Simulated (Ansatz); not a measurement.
A nudged elastic band was laid between two geometries of CH$_{6}$B$_{2}$ (9 atoms, charge 0, multiplicity 1).

Computed with RKS r2SCAN-D4/def2-SVP in Ansatz.

```
movable images  : 5
climbing image  : yes
spring          : 50.0 eV/Å²
optimiser       : quadratic models (default)
start path      : through a guess of the saddle point
force threshold : 0.05 eV/Å
iteration limit : 60
end points      : relaxed
```

First end point:

```xyz
9
Properties=species:S:1:pos:R:3
B -0.461 0.612 -1.031
C 0.640 -0.020 -0.131
B -0.042 -0.529 1.172
H -1.364 -0.074 -1.451
H -0.446 1.790 -1.306
H 1.531 0.602 0.024
H 0.874 -0.969 -0.661
H 0.247 -0.069 2.252
H -0.890 -1.389 1.113
```

Last end point:

```xyz
9
Properties=species:S:1:pos:R:3
B -0.418 0.746 -0.958
C 0.586 -0.186 -0.221
B -0.087 -0.672 1.096
H -0.779 1.775 -0.437
H -0.866 0.452 -2.042
H 1.349 0.532 0.155
H 1.028 -0.979 -0.838
H -0.403 0.130 1.943
H -0.321 -1.843 1.285
```

**Question.** Which bonds break or form, and what moves?

**Answer.** No bond is made or broken. The dihedral H5–B1–C2–H7 goes from -137 to 14°. The two ends are copies of one structure, up to a mirror image or an exchange of like atoms.

**Question.** What energy profile does the band end with?

**Answer.** It converged. The highest image is number 3 of 0 to 6, 0.076 eV above the ends, which have the same energy within 2 meV. Another band between the same ends (5 images) ends at a top of the same energy, where a vibrational analysis finds 1 clearly imaginary mode.

```tsv
image	path coordinate (Å)	energy (eV)	dihedral H5–B1–C2–H7 (°)
0	0.00	0.000	-137
1	0.65	0.013	-108
2	1.30	0.061	-82
3	1.95	0.076	-57
4	2.58	0.060	-30
5	3.22	0.013	-8
6	3.86	0.000	14
```

**Question.** What is the geometry of the highest image?

**Answer.** 
```xyz
9
Properties=species:S:1:pos:R:3:forces:R:3
B -0.435 0.586 -0.832 0.00 0.00 0.00
C 0.789 -0.095 -0.115 0.00 0.00 0.00
B -0.115 -0.600 1.020 0.00 0.00 0.00
H -1.556 0.543 -0.358 0.00 0.00 0.00
H -0.309 1.178 -1.879 0.00 0.00 0.00
H 1.527 0.702 0.082 0.00 0.00 0.00
H 1.232 -0.807 -0.832 0.00 0.00 0.00
H -0.343 0.101 1.980 0.00 0.00 0.00
H -0.700 -1.655 0.917 0.00 0.00 0.00
```

Time of the run: 3.3 min on 1 thread of Arm Neoverse V1, with other jobs on the host, peak memory 0.12 GiB.
